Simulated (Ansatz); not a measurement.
Mulliken charges of C$_{3}$H$_{4}$F$_{2}$O (`C=C(O)C(F)F`) from PBE/def2-TZVPP in Ansatz (PBE0-D4/def2-TZVP geometry).

```
atom   x (Å)   y (Å)   z (Å)  charge (e)
  C1  -1.012  -0.991   0.552      -0.246
  C2  -0.078  -0.388  -0.171       0.153
  O3   0.488  -0.955  -1.257      -0.249
  C4   0.441   0.963   0.202       0.218
  F5   1.733   0.885   0.616      -0.154
  F6   0.451   1.767  -0.903      -0.172
  H7  -1.374  -1.977   0.292       0.092
  H8  -1.415  -0.503   1.428       0.095
  H9   1.001  -0.296  -1.736       0.205
 H10  -0.152   1.445   0.981       0.059
```

Problem. By hand: the dipole of these point charges (1 e Å = 4.8032 D).

Solution. Σ q r = (-0.197, -0.013, 0.120) e Å, of length 0.231 e Å = 1.11 D.

Problem. How does the dipole of the full density compare? (Estimate.)

Solution. Computed: (-0.153, 0.076, 0.072) e Å, 0.89 D; the point charges give 1.25 times that, at 28° from its direction.

Point charges leave out the atoms' own dipoles, such as those of lone pairs, and Mulliken's split depends on the basis, so the two needn't agree.
